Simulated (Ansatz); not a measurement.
System: Si$_{2}$H$_{5}$Cl (charge 0, singlet). SMILES: [SiH3][SiH2]Cl
Coordinates optimised at B3LYP-D3(BJ)/def2-TZVP (Ansatz, an electronic-structure program):
```
Si
H 1 1.4800
H 1 1.4800 2 108.86
Cl 1 2.0783 2 107.66 3 116.43
Si 1 2.3421 2 111.94 3 -124.28
H 5 1.4812 1 109.60 2 -178.82
H 5 1.4812 6 109.49 1 -120.26
H 5 1.4837 6 109.27 7 -119.64
```

B3LYP/6-311+G** beside other levels, property by property. Conventions: 6-311+G** with 5d, 6d on Na to Ar in Ansatz; no dispersion term unless named; open shells spin-unrestricted; no spin-orbit coupling; frozen cores in correlated levels; six Cartesian d functions in 6-31G* and its kin unless marked 5d; non-relativistic; atomisation electronic, to ground-state atoms; each state is the SCF solution reached for its charge and spin. CBS(X,Y): correlation extrapolated as X^-3; Hartree-Fock from the larger set (for Q and 5 zeta extrapolated as (X+1)exp(-9√X)). [CCSD(T)-MP2]/basis is that difference in the basis named. First-principles rows: single points at B3LYP-D3(BJ) geometries (Ansatz), with unscaled harmonic terms from B3LYP/6-31G* (Ansatz) at its own minima, enthalpies of formation by atomisation with measured atoms. Sets without +, aug- or the D of def2-TZVPD hold no diffuse functions, which anions need. Levels can end on unlike triplets.

Coupled cluster (Ansatz) is a level with limits of its own, used here on species with T1 under 0.025 (0.045 for open shells) and stable references: (a) RI-MP2/CBS(aug-cc-pV(T+d)Z,aug-cc-pV(Q+d)Z)+[CCSD(T)-MP2]/aug-cc-pV(T+d)Z; (b) RI-MP2/CBS(cc-pV(T+d)Z,cc-pV(Q+d)Z)+[CCSD(T)-MP2]/cc-pV(T+d)Z; (c) CCSD(T)/CBS(aug-cc-pV(T+d)Z,aug-cc-pV(Q+d)Z); (d) CCSD(T)/CBS(cc-pV(T+d)Z,cc-pV(Q+d)Z); (e) CCSD(T)/CBS(cc-pV(Q+d)Z,cc-pV(5+d)Z).

```json
[
 {"property": "deprotonation enthalpy (H-Si bond) at 298 K, to [SiH2-][SiH2]Cl + H+ (kcal/mol)", "B3LYP/6-311+G** (Ansatz)": "350.4", "HF/6-31G* (Ansatz)": "360.4", "PBE/6-31G* (Ansatz)": "349.1", "wB97X-V/def2-TZVPD (Ansatz)": "355.1", "to compare with": "352.3 coupled cluster (c)"},
 {"property": "atomisation energy (kcal/mol)", "B3LYP/6-311+G** (Ansatz)": "531.2", "HF/6-31G* (Ansatz)": "413.8", "PBE/6-31G* (Ansatz)": "532.2", "wB97X-V/def2-TZVPD (Ansatz)": "555.4", "to compare with": "551.5 coupled cluster (e)"},
 {"property": "H-Si bond dissociation enthalpy at 298 K, to [SiH2][SiH2]Cl + H atom (kcal/mol)", "B3LYP/6-311+G** (Ansatz)": "87.2", "HF/6-31G* (Ansatz)": "68.5", "PBE/6-31G* (Ansatz)": "83.9", "wB97X-V/def2-TZVPD (Ansatz)": "89.4", "to compare with": "89.1 coupled cluster (c)"},
 {"property": "vertical triplet-singlet gap, E(triplet) - E(singlet) (eV)", "B3LYP/6-311+G** (Ansatz)": "5.70", "HF/6-31G* (Ansatz)": "6.38", "PBE/6-31G* (Ansatz)": "5.40", "wB97X-V/def2-TZVPD (Ansatz)": "5.92", "to compare with": "5.88 coupled cluster (a)"},
 {"property": "vertical ionisation energy to the doublet (eV)", "B3LYP/6-311+G** (Ansatz)": "10.28", "HF/6-31G* (Ansatz)": "10.07", "PBE/6-31G* (Ansatz)": "9.93", "wB97X-V/def2-TZVPD (Ansatz)": "10.45", "to compare with": "10.58 coupled cluster (a)"},
 {"property": "Cl-Si bond dissociation enthalpy at 298 K, to [SiH2][SiH3] (Si2H5) + Cl atom (kcal/mol)", "B3LYP/6-311+G** (Ansatz)": "96.0", "HF/6-31G* (Ansatz)": "76.0", "PBE/6-31G* (Ansatz)": "100.5", "wB97X-V/def2-TZVPD (Ansatz)": "106.9", "to compare with": "107.0 coupled cluster (b)"},
 {"property": "Si-Si bond dissociation enthalpy at 298 K, to [SiH3] (SiH3) + [SiH2]Cl (SiH2Cl) (kcal/mol)", "B3LYP/6-311+G** (Ansatz)": "68.8", "HF/6-31G* (Ansatz)": "55.7", "PBE/6-31G* (Ansatz)": "71.7", "wB97X-V/def2-TZVPD (Ansatz)": "77.9", "to compare with": "76.7 coupled cluster (d)"},
 {"property": "enthalpy of formation at 298 K (kcal/mol)", "B3LYP/6-311+G** (Ansatz)": "-7.3", "HF/6-31G* (Ansatz)": "110.1", "PBE/6-31G* (Ansatz)": "-8.3", "wB97X-V/def2-TZVPD (Ansatz)": "-31.4", "to compare with": "-27.5 coupled cluster (e)"}
]
```

As the rows show:
- deprotonation enthalpy (H-Si bond) at 298 K, to [SiH2-][SiH2]Cl + H+: B3LYP/6-311+G** lies 1.9 kcal/mol below coupled cluster.
- atomisation energy: B3LYP/6-311+G** lies 20.3 kcal/mol below coupled cluster.
- H-Si bond dissociation enthalpy at 298 K, to [SiH2][SiH2]Cl + H atom: B3LYP/6-311+G** lies 1.9 kcal/mol below coupled cluster.
- vertical triplet-singlet gap, E(triplet) - E(singlet): B3LYP/6-311+G** lies 0.18 eV below coupled cluster.
- vertical ionisation energy to the doublet: B3LYP/6-311+G** lies 0.30 eV below coupled cluster.
- Cl-Si bond dissociation enthalpy at 298 K, to [SiH2][SiH3] (Si2H5) + Cl atom: B3LYP/6-311+G** lies 11.0 kcal/mol below coupled cluster.
- Si-Si bond dissociation enthalpy at 298 K, to [SiH3] (SiH3) + [SiH2]Cl (SiH2Cl): B3LYP/6-311+G** lies 7.9 kcal/mol below coupled cluster.
- enthalpy of formation at 298 K: B3LYP/6-311+G** lies 20.2 kcal/mol above coupled cluster.

The properties are those with a value to compare with, at most eight drawn at random. No case is left out for the size of its miss. Left out are saddle points of the reference geometry, anions that the best level run finds unbound, excited spin states, species near biochemistry, 298 K rows of species without real B3LYP wavenumbers, cases with under five habitual levels, runs that failed or that the program found above a lower state of the same kind, table entries that another table contradicts, and a share of species set aside by lot.
